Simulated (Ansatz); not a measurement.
# AlClFH2: the cost of one run

All numbers below are computed with Ansatz 0.2.0 (UKS PBE-D4/6-31G*).

### Step 1. The structure to begin with

Bond lengths: Al1–Cl2 2.480 Å, Al1–H3 1.560 Å, Al1–H4 1.560 Å, Cl2–F5 1.800 Å. Angles: Al1–Cl2–F5 180.0°, Cl2–Al1–H3 120.0°, Cl2–Al1–H4 120.0°, H3–Al1–H4 120.0°.

Coordinates:

```xyz
5

Al    0.0000    0.0000    0.0000
Cl    0.0000    0.0000    2.4800
H     1.3510    0.0000   -0.7800
H    -1.3510    0.0000   -0.7800
F     0.0000    0.0000    4.2800
```

### Step 2. Pulling towards end A

Springs on the bonds that form and break draw the guess towards this end; the thresholds are loose.

Contents of input.yaml:

```yaml
crystal:
  periodic: [false, false, false]
  atoms:
    - { symbol: Al, position_ang: [0.0, 0.0, 0.0] }
    - { symbol: Cl, position_ang: [0.0, 0.0, 2.48] }
    - { symbol: H, position_ang: [1.351, 0.0, -0.78] }
    - { symbol: H, position_ang: [-1.351, 0.0, -0.78] }
    - { symbol: F, position_ang: [0.0, 0.0, 4.28] }
magnetization:
  spin_polarized: true
  initial_magnetization: 1
basis:
  gaussian: { orbitals: "6-31G*" }
hamiltonian:
  xc: pbe
  dispersion: d4
relax:
  f_tol: 0.15
  max_steps: 25
  restrain:
    - { distance: [1, 4], at: 2.7, k: 30.0 }
    - { distance: [0, 1], at: 2.23, k: 30.0 }
output:
  orbitals: {}
```

Command:

```console
ansatz run input.yaml --threads 1 --pin off --max-ram 2048MiB --backend cpu --events-out ev --progress --plain --runs-dir out
```

What time and memory should one allow on 1 thread of Arm Neoverse V1, shared host?

About 31 s, with a peak of 0.15 GiB.
